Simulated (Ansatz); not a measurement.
A run of Ansatz (development build ahead of 0.2.0) on doublet NO at this shape:

```xyz
2

N     0.0000    0.0000    0.0000
O     0.0000    0.0000    1.5800
```

Its results:

| Item | Value |
| --- | --- |
| Converged | yes |
| Reference energy | -129.04650 hartree |
| Correlation energy | -0.22796 hartree |
| Total energy | -129.27446 hartree |
| Spin squared of the determinant | 1.916 |
| Stability test | minimum |

Forces (eV/Å):
| atom | Fx | Fy | Fz |
| --- | --- | --- | --- |
| N1 | 0.000 | 0.000 | 9.327 |
| O2 | 0.000 | 0.000 | -9.327 |

**Question.** Which input gives this output? Name the method, the orbitals and the basis set, and write the input.

**Answer.** UHF-MP2 in def2-SVP.

```yaml
crystal:
  periodic: [false, false, false]
  atoms:
    - { symbol: "N", position_ang: [0.0, 0.0, 0.0] }
    - { symbol: O, position_ang: [0.0, 0.0, 1.58] }
basis:
  gaussian: { orbitals: def2-SVP }
magnetization:
  spin_polarized: true
  initial_magnetization: 1
hamiltonian:
  xc: hf
correlation:
  method: mp2
  frozen_orbitals: { "N": 1, O: 1 }
output:
  forces: true
```

Caution: bonds are stretched, where a single reference can fail; the unrestricted determinant is a mixture of spin states; forces differ strongly between restricted and unrestricted references.
